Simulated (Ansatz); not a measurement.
Basis-set extrapolation for BCl₂, SMILES `Cl[B]Cl` radical (PBE0-D4/def2-TZVP geometry, frozen core, Ansatz 0.2.0). Multiplicity 2, UHF reference.

```
                      def2-TZVPP   def2-QZVPP
                 HF  -943.734953  -943.761278
    MP2 correlation    -0.447107    -0.490951
CCSD(T) correlation    -0.504542    -0.548726
```

Energies in hartree. Use E(X) = E(∞) + A·exp(−7.88·√X) for Hartree–Fock and E(X) = E(∞) + B·X^(−2.97) for correlation, with X = 3 and 4.

Task: What is the CCSD(T) energy at the basis-set limit?

Result: HF limit: -943.761278 + (-0.026325) × 0.13774 = -943.76490. Correlation limit: -0.548726 + (-0.044184) × 0.74074 = -0.58145. Total: -944.34635 hartree, 280.5 kJ/mol below CCSD(T)/def2-TZVPP.
